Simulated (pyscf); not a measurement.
This saddle point was located with ωB97X-D3(BJ)/def2-SVP in PySCF.

```xyz
9

N     -0.4092     1.0074     0.4608
Si    -0.6274    -0.6781    -0.0797
H      0.5000     1.2101     1.1117
H     -0.6305     1.7695    -0.1787
H      0.2322    -0.9213    -1.2693
H     -0.2275    -1.5398     1.0569
H     -2.0548    -0.8907    -0.4413
F      0.3377     1.4094     2.5081
H     -0.6862     1.2259     1.5410
```
Charge 0, spin multiplicity 1.

Surface: singlet, charge 0. Lowest wavenumbers (cm⁻¹): 1576i, 82, 95, 471, 575.

Problem. Which two sides does it connect, and which bonds change?

Solution. H₂N–SiH₃ + HF <-> H₂N–SiH₃ + HF, a four-centre exchange read from left to right: H–N, F–H broken and H–N, F–H formed. At CCSD(T)/def2-TZVPP + ΔMP2(QZVPP) it lies +29.6 kcal/mol from the left side and +29.6 kcal/mol from the right (each side as separated species at their lowest minima found). On the reactant side the descent ends in a bound adduct, 10.6 kcal/mol under the separated species and 37.2 kcal/mol under the saddle at ωB97X-D3(BJ)/def2-TZVP. On the product side the descent ends in a bound adduct, 10.6 kcal/mol under the separated species and 37.2 kcal/mol under the saddle at ωB97X-D3(BJ)/def2-TZVP. At ωB97X-D3(BJ) the barrier from the zero used here is 26.6 kcal/mol. The same reactants have a lower exit, to F–SiH₃ + NH₃ (barrier +5.4 kcal/mol at ωB97M-D3(BJ), against +26.6 kcal/mol here). One saddle was located; it need not be the lowest between these sides. The CCSD(T) − MP2 part came from Ansatz, without density fitting, on the same reference.
